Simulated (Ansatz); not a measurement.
Total energies of the cluster AlO₂H (the lowest singlet isomer of a short search) from Ansatz at r2SCAN-D4/def2-TZVPD, gas phase (1 Eh = 27.2114 eV = 2625.5 kJ/mol). The reference geometry is relaxed at PBE-D4/def2-TZVP.

```xyz
4

Al   -0.3673    0.1270    0.4709
O    -1.2368    0.1494    1.8328
O     0.5037    0.1989   -0.9767
H     1.1004   -0.4754   -1.3270
```

```json
{"state": "charge 0 singlet", "geometry": "reference", "energy (Eh)": "-393.49564"}
{"state": "charge -1 doublet", "geometry": "reference", "energy (Eh)": "-393.52953"}
{"state": "free Al atom (doublet)", "geometry": "–", "energy (Eh)": "-242.33061"}
{"state": "free O atom (triplet)", "geometry": "–", "energy (Eh)": "-75.05928"}
{"state": "free H atom (doublet)", "geometry": "–", "energy (Eh)": "-0.49993"}
```

Q: Work out the vertical electron affinity, to the doublet.

A: E(charge 0 singlet) − E(charge -1 doublet) = -393.49564 − (-393.52953) = 0.03389 Eh = 0.92 eV.

Q: What is the binding energy per atom against free atoms?

A: Atoms: 1 × (-242.33061) + 2 × (-75.05928) + 1 × (-0.49993) = -392.94910 Eh. Binding: -392.94910 − (-393.49564) = 0.54654 Eh = 14.87 eV, or 3.72 eV for each of 4 atoms (no zero-point energy, no counterpoise term).

At r2SCAN-D4/def2-TZVPD the highest occupied level of the charge -1 doublet lies above zero (up to 1.16 eV). By energy differences its removal costs 0.92 eV (vertical, to the charge 0 singlet, at r2SCAN-D4/def2-TZVPD); a positive level beside a positive removal energy at the same level points to self-interaction error. 

The structure comes from a short search, and lower isomers may exist.
